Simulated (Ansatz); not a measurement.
Two isomers of C3H3NO: A = `OC1=CC=N1`, B = `CN=C=C=O`.

Program: Ansatz. Geometries: PBE0-D4/def2-TZVP. ΔE: electronic, gas phase. CBS: MP2 limit from def2 TZ/QZ plus the TZ coupled-cluster correction, frozen cores. DFT in def2-TZVPP. B3LYP here is the variant with VWN-RPA as its local correlation; programs differ in this. Each species was taken in one conformer, which may not be the lowest.

A:

```xyz
8

O     0.319   -1.653   -0.897
C     0.098   -0.508   -0.314
C    -0.161    0.768   -0.642
C    -0.171    0.912    0.857
N     0.078   -0.311    1.186
H     0.460   -2.315   -0.208
H    -0.293    1.367   -1.526
H    -0.329    1.741    1.544
```

B:

Z-matrix (Å, degrees):
```
C
N 1 1.442
H 1 1.094 2 114.0
H 1 1.094 2 107.9 3 -122.8
H 1 1.094 2 107.9 3 122.8
C 2 1.252 1 117.9 3 -0.0
C 6 1.342 2 138.0 1 -180.0
O 7 1.161 6 157.4 2 180.0
```

Task: Which isomer does CCSD(T)/CBS put lower? Give the gap. (Estimate.)

Result: The calculation gave: B, by 54.9 kJ/mol.

Task: Give E(B) − E(A) in kJ/mol with PBE0-D4, CCSD(T)/def2-TZVPP, ωB97M-V, r2SCAN-D4, BLYP-D4, CCSD/def2-TZVPP, B3LYP-D4. (An estimate is asked.)

Result: The calculation gave: PBE0-D4 -57.9, CCSD(T)/def2-TZVPP -63.5, ωB97M-V -53.1, r2SCAN-D4 -85.8, BLYP-D4 -111.7, CCSD/def2-TZVPP -56.8, B3LYP-D4 -89.4. None reverses the order clearly.

Task: Does the order hold for the free energy at 298.15 K (harmonic terms from PBE0-D4)? (Best estimate.)

Result: Ansatz gave: Yes: G(B) − G(A) = -61.8 kJ/mol, for one conformer each.

Largest T1 diagnostic: 0.025.

Leaving LDA and LC-ωPBE aside and taking each functional with its dispersion term where it has one, the values, not all of them listed here, spread over 63.6 kJ/mol, from BLYP-D4 to PBE-QIDH. LDA lies +31.7 kJ/mol from PBE without D4. In def2-TZVPP, CCSD(T) changes the Hartree–Fock value by −10.2 kJ/mol (the triples alone add −6.6 kJ/mol) and MP2 by −13.3 kJ/mol.
